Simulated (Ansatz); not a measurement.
`CC(O)(F)F` → `[CH2]` (triplet) + `OC(F)F` at 500 K and 1 bar (formal loss of a carbene).

Computed with Ansatz on PBE0-D4/def2-TZVP structures; ΔE is electronic, products minus reactants. CCSD(T)/CBS adds triple-zeta CCSD(T) − MP2 to the extrapolated MP2 energy (def2 sets, frozen cores). This one scheme is used for every species. Triplets are unrestricted, without spin–orbit coupling. One conformer a species, not always the lowest.

```tsv
species	CCSD(T)/CBS energy (Eh)	H − E (kJ/mol)	S (J/(mol·K))
`CC(O)(F)F`	-353.28821	206.8	353.2
`[CH2]` (triplet)	-39.09499	62.7	213.9
`OC(F)F`	-314.01610	125.4	309.8
```

H − E and S are ideal-gas, rigid-rotor, harmonic terms from PBE0-D4/def2-TZVP, for one conformer and one mirror image of each species, with the whole ground term of open shells counted as degenerate. 1 Eh = 2625.50 kJ/mol, R = 8.31446 J/(mol·K).

By hand: ΔE, ΔH, ΔS and ΔG.

ΔE = (-39.09499) + (-314.01610) − (-353.28821) = 0.17712 Eh = 465.0 kJ/mol. Δ(H − E) = 62.7 + 125.4 − 206.8 = -18.7, so ΔH = 446.3 kJ/mol. ΔS = 213.9 + 309.8 − 353.2 = 170.5 J/(mol·K). ΔG = 446.3 − 500 × (170.5)/1000 = 361.1 kJ/mol.

By hand: the equilibrium constant, and the temperature at which ΔG would vanish if ΔH and ΔS stayed fixed.

log₁₀ K = −ΔG/(RT ln 10) = -37.7. ΔG = 0 at ΔH/ΔS = 2618 K, far beyond where these terms or the molecules hold.

The number of gas molecules changes by +1, which sets the sign of ΔS. A doubt of 5 kJ/mol in ΔE shifts log₁₀ K by 0.5 here. Other conformers and mirror images would add mixing entropy, several J/(mol·K) or more a flexible species. A triplet takes part, so the spin changes. These are equilibria of isolated gas molecules and say nothing of rates. Largest T1 diagnostic: 0.012 (customary marks: 0.02 for closed shells, 0.045 for open ones).
